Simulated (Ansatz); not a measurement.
# C2H2FNO: basis-set convergence

How large a basis does C2H2FNO need? Two functionals are run in growing sets.

The runs use Ansatz 0.2.0, Gaussian basis; one geometry, several basis sets.

Plan: PBE0-D4/def2-SVP; ωB97M-V/def2-SVP; PBE0-D4/def2-QZVPP; ωB97M-V/def2-QZVPP; the functionals' def2-TZVPP values are taken from earlier runs.

### 1 Structure used throughout

An earlier PBE0-D4 in a triple-zeta def2 set relaxation fixed the geometry.

SMILES `N=C(F)C=O`, 7 atoms, charge 0, spin multiplicity 1.

Atoms are counted from 1 here; the program's logs count them from 0.

Bond lengths: N1–C2 1.248 Å, N1–H6 1.019 Å, C2–F3 1.330 Å, C2–C4 1.501 Å, C4–O5 1.195 Å, C4–H7 1.104 Å. Angles: C2–N1–H6 112.6°, N1–C2–F3 125.1°, N1–C2–C4 120.8°, F3–C2–C4 114.1°, C2–C4–O5 123.3°, C2–C4–H7 112.7°, O5–C4–H7 124.1°.

### 2 PBE0-D4 in def2-SVP

The input, in.yaml:

```yaml
crystal:
  periodic: [false, false, false]
  atoms:
    - {symbol: N, position_ang: [-1.315363, -0.359736, 0.319704]}
    - {symbol: C, position_ang: [-0.133430, 0.037743, 0.374898]}
    - {symbol: F, position_ang: [0.467836, 0.501162, 1.466407]}
    - {symbol: C, position_ang: [0.740435, 0.021932, -0.844831]}
    - {symbol: O, position_ang: [1.876692, 0.391471, -0.842175]}
    - {symbol: H, position_ang: [-1.793483, -0.293918, 1.217562]}
    - {symbol: H, position_ang: [0.218512, -0.366654, -1.737266]}
basis:
  gaussian: {orbitals: def2-SVP}
hamiltonian: {xc: pbe0, dispersion: d4}
output: {orbitals: {seedname: orbitals}}
```

The run is started by

```bash
ansatz run in.yaml --threads 2 --pin off --events-out ev --progress --plain --max-ram 4352MiB
```

The runs that follow: ωB97M-V in def2-SVP; PBE0-D4 in def2-QZVPP; ωB97M-V in def2-QZVPP.

Before running them: what should the planned runs give, taken together? Wanted: PBE0-D4: double and triple zeta above quadruple; ωB97M-V: double and triple zeta above quadruple.

**Answer**, as computed:

| quantity | value |
| --- | --- |
| PBE0-D4: double and triple zeta above quadruple | 10.25, 0.44 eV |
| ωB97M-V: double and triple zeta above quadruple | 10.50, 0.41 eV |

In words: PBE0-D4 gains 9.82 eV from double to triple zeta, then 0.44 eV more. These are total energies; as a rule much of such shifts cancels in differences, which this series doesn't test.
